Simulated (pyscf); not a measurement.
Single points on ωB97X-D3(BJ)/def2-SVP structures (PySCF, gas phase).

Q: Estimate the classical barrier height and the reaction energy of O [triplet] + HO–Si(OH)(OH)–OH → OH• + •O–Si(OH)(OH)–OH at ωB97M-D3(BJ)/def2-TZVP. The step runs on the triplet surface, breaks H–O and forms H–O; take the separated reactants as zero.

A: ΔE‡ = 77.2 kJ/mol, ΔE = +85.3 kJ/mol. Zero-point energy shifts the barrier by -13.9 kJ/mol. It is a hydrogen abstraction, with an imaginary mode of 1355i cm⁻¹. On the product side the descent ends in a complex, 32.8 kJ/mol under the separated species and 24.5 kJ/mol under the saddle at ωB97X-D3(BJ)/def2-TZVP. At ωB97M-D3(BJ) the saddle lies under the separated products, which points to a path from their complex (located at ωB97X-D3(BJ) alone), and parting the products costs more than the saddle. OH• + •O–Si(OH)(OH)–OH also meet on a surface of lower spin, which isn't treated here. This is the saddle that the search found; another between the same sides may lie lower. The angle at the transferred H is 137°. Left out: the spin-orbit lowering of OH, O.
